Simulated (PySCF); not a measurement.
## TDDFT excited states: N2O

N₂O.
Atom-mapped SMILES: `[N:1]#[N+:2][O-:3]`

Method used: PySCF, TDDFT CAM-B3LYP/aug-cc-pVTZ, vertical, gas phase, core orbitals frozen in the response. Geometry: PBE0-D3(BJ)/def2-TZVP; no solvent, vibrations or thermal averaging.

Problem. List the vertical singlet excitations with oscillator strengths and describe the spectrum.

Solution. 

| state | E (eV) | E (hartree) | f | \|μ\| (D) | symmetry | main configurations (H = HOMO, L = LUMO) |
| --- | --- | --- | --- | --- | --- | --- |
| S1 | 6.68 | 0.2455 | 0.0000 | 0.00 | – | H-1/H→L/L+1 (≥91%) |
| S2 | 7.04 | 0.2586 | 0.0000 | 0.00 | – | H-1/H→L/L+1 (≥95%) |
| S3 | 7.04 | 0.2586 | 0.0000 | 0.00 | – | H-1/H→L/L+1 (≥95%) |
| S4 | 8.36 | 0.3074 | 0.0000 | 0.00 | – | H-1/H→L+2 (≥93%) |
| S5 | 8.36 | 0.3074 | 0.0000 | 0.00 | – | H-1/H→L+2 (≥93%) |
| S6 | 9.84 | 0.3615 | 0.400 | 3.27 | Σ+ | H-1/H→L/L+1 (≥54%), H-1/H→L+5 (≥18%) |
| S7 | 10.39 | 0.3819 | 0.040 | 1.01 | Π | H-1/H→L+3 (≥85%) |
| S8 | 10.39 | 0.3819 | 0.040 | 1.01 | Π | H-1/H→L+3 (≥85%) |
| S9 | 10.40 | 0.3824 | 0.0000 | 0.00 | – | H-1/H→L+4 (≥45%), H-1/H→L+5 (≥45%) |
| S10 | 10.40 | 0.3824 | 0.0000 | 0.00 | – | H-1/H→L+4 (≥45%), H-1/H→L+5 (≥45%) |

Triplets (Tamm–Dancoff): T1 5.61 eV, H-1/H→L/L+1 (≥87%); T2 6.07 eV, H-1/H→L/L+1 (≥91%); T3 6.07 eV, H-1/H→L/L+1 (≥91%).

The lowest singlet lies at 6.68 eV (186 nm, vacuum ultraviolet) and is dark (f under 0.0005); its leading configuration is HOMO-1/HOMO→LUMO/LUMO+1 (≥91%). The strongest level in the table is S6 at 9.84 eV (126 nm, f = 0.400). S2/S3, S4/S5, S7/S8 and S9/S10 lie within about 0.01 eV of each other in each set; the point group C∞v has degenerate representations, and within a degenerate level the listed configurations can mix freely. Löwdin shares by element: HOMO (one of a set within 0.03 eV) oxygen 50%, nitrogen 50%; LUMO (one of a set within 0.03 eV) nitrogen 80%, oxygen 20%. The oscillator strengths of these states sum to 0.480; summed over the whole spectrum of an exact calculation they would give the number of electrons, 22 (Thomas–Reiche–Kuhn). Of the 10 states listed, 3 reach f = 0.01 and 7 stay under 0.0005. The listed states span 3.72 eV, and the widest gap between neighbours is 1.47 eV (S5 to S6). Symmetry labels in C∞v follow from the direction of the transition dipole and are given only for states with f of 0.002 or more. Orbitals of the list HOMO-3 to LUMO+2 that lie within 0.01 eV of each other are written together with a slash and their weights summed (≥ marks a lower bound); for degenerate orbitals outside that list single weights are arbitrary. Only the lowest 10 singlets were computed, as vertical energies without vibronic structure.

The run took 6.7 s of wall time on one thread, Intel Xeon Platinum 8175M at 2.50 GHz (x86_64), shared host, and the process peaked at 0.43 GiB of memory.
